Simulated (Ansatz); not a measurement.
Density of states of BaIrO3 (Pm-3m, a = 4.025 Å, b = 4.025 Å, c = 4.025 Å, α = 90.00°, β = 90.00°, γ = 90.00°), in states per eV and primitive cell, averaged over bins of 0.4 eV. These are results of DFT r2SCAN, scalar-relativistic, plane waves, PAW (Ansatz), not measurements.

Cutoff 500 eV; k points 10×10×10 on the computed 5-atom cell (Γ-centred); Gaussian smearing, width 0.10 eV; no spin polarisation.

The cell is relaxed at this level. The states (both spins) are summed by tetrahedra on a 15×15×15 mesh at the self-consistent density. Energies are bin centres; the table starts no lower than −8 eV and ends at 6 eV, or lower where the solved bands end.

It is a metal at this level.

```tsv
E − E_F (eV)	total	O 2p	Ir 5d	O 2s	Ba 5p
-7.85	1.81	1.06	0.61	0.02	0.01
-7.45	1.39	0.85	0.42	0.03	0.01
-7.05	1.45	0.93	0.39	0.03	0.01
-6.65	2.05	1.23	0.65	0.03	0.03
-6.25	2.92	1.76	0.92	0.04	0.07
-5.85	3.93	2.26	1.35	0.03	0.17
-5.45	6.63	3.81	2.34	0.02	0.32
-5.05	3.18	2.01	0.98	0.01	0.09
-4.65	1.54	0.97	0.51	0.01	0.02
-4.25	1.19	0.72	0.43	0.00	0.01
-3.85	0.97	0.62	0.30	0.01	0.01
-3.45	3.25	2.70	0.34	0.02	0.04
-3.05	6.05	5.53	0.17	0.03	0.13
-2.65	3.90	3.56	0.16	0.01	0.06
-2.25	2.70	2.38	0.26	0.00	0.01
-1.85	0.94	0.47	0.44	0.00	0.00
-1.45	1.27	0.60	0.63	0.00	0.00
-1.05	1.72	0.79	0.87	0.00	0.01
-0.65	2.55	1.16	1.30	0.00	0.01
-0.25	4.76	2.15	2.44	0.01	0.01
0.15	2.68	0.99	1.52	0.06	0.01
0.55	1.17	0.33	0.72	0.08	0.00
0.95	0.96	0.14	0.65	0.12	0.00
1.35	0.84	0.15	0.54	0.10	0.00
1.75	0.63	0.15	0.39	0.07	0.00
2.15	0.59	0.16	0.34	0.06	0.00
2.55	0.66	0.19	0.37	0.06	0.00
2.95	0.71	0.21	0.38	0.06	0.00
3.35	0.67	0.22	0.35	0.05	0.00
3.75	0.66	0.24	0.34	0.04	0.00
4.15	0.78	0.24	0.32	0.03	0.00
4.55	0.94	0.26	0.31	0.03	0.00
```

The columns after the total are the main Löwdin projections on the occupied valence shells of the potentials; 3 others are left out. The rest of the total lies in those, in shells that are empty in the free atom, which aren't projected, and between the atoms.

Spin-orbit coupling is left out, which matters for the bands of heavy elements. Spin polarisation was left out, and a magnetic state may lie lower.

A ferromagnetic start lost its moments in a first run, so spin was left out; other magnetic orders weren't tried.

Symmetry holds off the tilts and polar distortions that many cubic perovskites undergo.